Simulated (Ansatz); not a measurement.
# CHAlO+ (quartet): the correlation ladder, cc-pVDZ

One table from this session's results is given with a row withheld; the runs are named, their logs left out.

Program: Ansatz 0.2.0, Gaussian basis. Level of theory: cc-pVDZ, core rule «outside noble gas», up to 7 orbitals frozen. These are calculated values, not measurements.

The runs, in order: UHF; CCSD(T) on ROHF; CCSD(T) on UHF; BCCD(T) on ROHF; CISD as a restricted active space (open shells left free, so some higher excitations enter); CCSDT(Q) on ROHF; CCSDT(Q) on UHF.

24 further runs of the same task are left out: 5 that didn't finish, 19 set aside as unsound or not needed. Runs told in other sessions of the task aren't counted.

### The geometry

The geometry is a PBE0/def2-TZVP stationary point (not a proven minimum) of the parent state, kept for this charge and spin.

4 atoms, charge 1, spin multiplicity 4.

Atoms are counted from 1 here; the program's logs count them from 0.

Bond lengths: Al1–C2 1.933 Å, C2–O3 1.306 Å, O3–H4 0.968 Å. Angles: Al1–C2–O3 167.9°, C2–O3–H4 112.4°.

Set-up of the first run:

in.yaml reads:

```yaml
crystal:
  periodic: [false, false, false]
  atoms:
    - {symbol: Al, position_ang: [0.000001, -0.162615, 2.220099]}
    - {symbol: C, position_ang: [-0.000032, -0.075678, 0.288964]}
    - {symbol: O, position_ang: [0.000003, -0.291771, -0.998684]}
    - {symbol: H, position_ang: [0.000028, 0.530064, -1.510380]}
basis:
  gaussian: {orbitals: cc-pVDZ}
total_charge: 1
magnetization: {spin_polarized: true, initial_magnetization: 3}
hamiltonian: {xc: hf}
output: {orbitals: {seedname: orbitals}}
```

Command:

```console
ansatz run in.yaml --threads 1 --pin off --events-out ev --progress --plain --max-ram 2393MiB
```

Among the steps run: UHF; CCSD(T) on ROHF; CCSD(T) on UHF; BCCD(T) on ROHF; CISD as a restricted active space (open shells left free, so some higher excitations enter); CCSDT(Q) on ROHF; CCSDT(Q) on UHF.

One table of the session follows, with a row left open; its other results are not shown here.

It belongs to the step «Misses and costs». 

| method | from UCCSDT(Q) (kJ/mol) |
| --- | --- |
| ROHF | +903.4 |
| UHF | +886.6 |
| RMP2 | ? |
| UMP2 | +94.1 |
| CISD | +106.4 |
| RCCSD | +36.7 |
| UCCSD | +36.2 |
| RCCSD(T) | +6.5 |
| UCCSD(T) | +6.6 |
| BCCD(T) | +6.8 |
| RCCSDT | +3.4 |
| UCCSDT | +3.2 |
| RCCSDT(Q) | +0.8 |
| UCCSDT(Q) | 0 |

Estimate the missing values for RMP2.

**Answer.** from UCCSDT(Q) (kJ/mol): +89.1. In the column «from UCCSDT(Q) (kJ/mol)» it lies between RCCSD (+36.7) and UMP2 (+94.1).

Limits of these values: Restricted and unrestricted rows rest on different reference determinants; a gap between their highest levels can come from leftover correlation error, from unlike frozen cores or from another state.
